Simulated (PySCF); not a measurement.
Bonds (- single, = double, # triple, : aromatic): N1#C2 1.157 Å, C2-C3 1.482 Å, C3-N4 1.350 Å, C3=O5 1.206 Å. N4 carries H6, H7. H6 is cis to the C=O or C=S heteroatom; H7 is trans to the C=O or C=S heteroatom.

Geometry: PBE0-D3(BJ)/def2-SVP; GIAO absolute shieldings from PySCF 2.14.0 with density-fitted response routines, gas phase, non-relativistic, averaged over equivalent atoms.

At PBE0/pcSseg-1 (95 basis functions, 5 s wall time on 1 thread of an Arm Neoverse V1, shared host):
```tsv
atoms	σ (ppm)
N1	-40.6
N4	142.2
C3	39.7
C2	68.3
O5	-108.3
H7	26.22
H6	26.67
```

**Question.** Estimate the result of repeating the calculation with PBE0/pcSseg-2.

**Answer.** 
| atoms | σ at PBE0/pcSseg-2 | change |
| --- | --- | --- |
| N1 | -42.4 | -1.8 |
| N4 | 140.8 | -1.4 |
| C3 | 34.7 | -5.0 |
| C2 | 65.0 | -3.3 |
| O5 | -109.3 | -1.0 |
| H7 | 25.90 | -0.32 |
| H6 | 26.32 | -0.35 |

The largest change is at C3 (acyl cyanide carbonyl carbon). Cost: 208 basis functions, 13 s wall time on 1 thread of an Arm Neoverse V1, shared host.

Hydrogen bonding in solution deshields acid and N–H amide carbonyl carbons by as much as 10 ppm beyond these values.
